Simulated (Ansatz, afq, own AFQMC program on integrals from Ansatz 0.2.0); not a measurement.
Two steps: Ansatz 0.2.0 writes the Fock matrix and Cholesky factors of the valence space, and afq projects on them the lowest state that overlaps trial and start.

```yaml
crystal:
  periodic: [false, false, false]
  atoms:
    - {symbol: B, position_ang: [0.000000, -0.138799, 1.515922]}
    - {symbol: Al, position_ang: [0.000000, 0.096806, -0.547327]}
    - {symbol: H, position_ang: [0.000000, -1.102664, -1.608146]}
basis:
  gaussian: {orbitals: 6-31G}
magnetization: {spin_polarized: true, initial_magnetization: 1}
correlation: {method: ccsd_t, electrons: outside_noble_gas, hamiltonian_folder: ham}
```

```sh
$ ansatz run in.yaml --threads 1 --pin off --events-out ev --progress --plain --max-ram 1843MiB
```

afq runs on the folder ham with

```
--method phaseless --trial hf --walkers 340 --populations 1 --least-time 40 --time-step 0.005 --steps-per-block 20 --equilibration-blocks 112 --max-blocks 600 --target-error 0.0009600 --factor-cut 1e-05 --start spin_pure --seed 1051 --taylor-order 6
```

Times are imaginary, in 1/Eh. The walk had a cap of 524 s.

```
orbitals 18  electrons 4 3  factors 108 of 296
reference energy -266.98194633 Eh
CCSD correlation -0.07647104 Eh in 23 cycles, weight of the determinant in the CISD state 0.8179
energy of the start -266.986126 Eh
 block  time / (1/Eh)  mean weight  energy / Eh
     1     0.100  1.0006  -266.994659
     2     0.200  1.0002  -267.002489
     3     0.300  1.0008  -267.008277
     4     0.400  0.9998  -267.014481
     5     0.500  1.0005  -267.018623
    10     1.000  1.0000  -267.036755
    61     6.100  1.0002  -267.058541
   121    12.100  1.0003  -267.065028
   181    18.100  0.9999  -267.061318
   193    19.300  0.9994  -267.078747
   241    24.100  1.0000  -267.068207
   265    26.500  0.9995  -267.055441
   301    30.100  1.0001  -267.059299
   361    36.100  0.9999  -267.063487
   421    42.100  0.9993  -267.066096
   481    48.100  1.0001  -267.070447
   505    50.500  1.0000  -267.064401
blocks merged  error / Eh  count
     1  0.000237  400
     2  0.000319  200
     4  0.000427  100
     8  0.000558  50
    16  0.000692  25
    32  0.000661  12
energy -267.064190 +/- 0.000692 Eh
(rows thinned)
```

(1) Estimate how long the walk took on 1 thread of Arm Neoverse V1, with other jobs on the host.

The run passed its tests (sampling time, drift between the halves within three errors, error under three times the target), which doesn't prove that it has relaxed. The second half of the sampling lies below the first by 1.8 errors of their difference, so the energy may still be moving and its error bar be too small.

Against this walk (error 18.8 meV) on the same determinant: CCSD(T) 72.8 meV higher, CCSDT(Q) 19.3 meV lower (within the noise), CCSDTQ 23.7 meV lower (within the noise), full CI 25.0 meV lower (within the noise), a separate phaseless walk with a CISD trial and standard settings 6.8 ± 20.0 meV lower (within the noise). The error is statistical and leaves out the bias of the constraint. The determinant has ⟨S²⟩ = 1.66, so the low cluster orders mix in higher spin, while the walk starts as a pure doublet. The determinant is a poor start (see the cautions), so the low cluster orders aren't to be relied on, and full CI is the sure value.

Cautions: constraint bias not in the error; strong correlation (T1 0.072, weight of the determinant 0.82, largest double 0.12); unrestricted determinant spin contaminated (⟨S²⟩ 1.66 against 0.75); the next higher spin lies close (full CI puts it 48 meV above).

Results:

(1) 110 s of wall time.

CCSDT and higher add their correlation energy to the determinant of the CCSD(T) run, since their own runs factorise the integrals more tightly (a shift of under 2 meV). A walk keeps the symmetry of its determinant, which the program's search chose and which needn't be the lowest solution, so a lower state of the same spin and another symmetry isn't excluded.
